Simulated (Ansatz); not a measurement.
bcc Mo, treated with LDA (plane waves, PAW; Ansatz, a quantum-chemistry and plane-wave program).

Settings: plane-wave cutoff 500 eV, 32×32×32 k mesh, Fermi–Dirac smearing 0.1 eV, no spin polarisation, scalar-relativistic PAW data made under PBE.

Computed at the level's own relaxed cell.

Predict the equilibrium volume per atom and lattice parameter a.


- equilibrium volume per atom = 15.06 Å³/atom
- lattice parameter a = 3.112 Å

Measured, for comparison: equilibrium volume per atom 15.49 Å³/atom, lattice constant a 3.141 Å (static lattice: zero-point anharmonic expansion removed; as tabulated in Mejia-Rodriguez and Trickey (2018), arXiv:1807.09216). Computed (rounded) less measured: equilibrium volume per atom -2.8 %, lattice constant a -0.9 %.

Computed values are for the static lattice.
